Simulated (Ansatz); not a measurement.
Electronic dielectric constant ε∞ of some main-group oxides

Method: r²SCAN in Ansatz (plane waves, PAW). References are measured values at room or unstated temperature, uncorrected unless marked, so that the deviations hold thermal and zero-point effects besides the level's error.

```tsv
solid	reference	r²SCAN	deviation (%)
corundum Ga₂O₃ (metastable phase)	3.83	4.00	+4.4
rock-salt CaO	3.3	3.52	+6.7
stishovite (SiO2)	3.27	3.26	-0.3
rock-salt MgO	2.96¶	3.00	+1.4
rutile SnO₂	4.06	4.12	+1.5
wurtzite ZnO	3.74	4.37	+16.8
```

Over these 6 solids the mean deviation is +5.1 %, the mean absolute deviation 5.2 % (median 3.0 %), and the worst case wurtzite ZnO at +16.8 %; the value is too high in 5 of 6 cases.

Spin–orbit coupling is left out, also for the solids with elements from indium on (rutile SnO2); its size isn't shown.

¶ marks references of a special kind: rock-salt MgO, 2.96 (measured, 296 K, copied from a table, unchecked, long-wavelength limit of the electronic terms of a dispersion formula fitted to measured refractive indices over 0.36-5.4 um; lattice terms left out; as tabulated in doi:10.6028/jres.049.025 ).

Differences are worked out from the printed values.

Each level is taken at its own relaxed cell. Ansatz's density-functional and Hartree–Fock values are scalar-relativistic unless marked +SOC, with PAW data made under PBE.

Ansatz's runs of these crystals have no spin polarisation.

Not in this set, of the main-group oxides with a reference value in our tables and a result at some level: 3 for no value at r²SCAN (not run, a failed fit, an unstable or unbound cell, or a value held back for tests). These can be a level's best or worst cases. At least 1 more with a reference value is held back for tests. Solids without a released value at any level aren't counted. Layered and molecular crystals are counted apart.

References as tabulated in Stokey et al. (2021), arXiv:2108.12058; Chen et al. (2018), doi:10.1103/physrevmaterials.2.073803; He et al. (2014), arXiv:1309.4805; doi:10.6028/jres.049.025  and others.

Ansatz is a program for electronic structure.
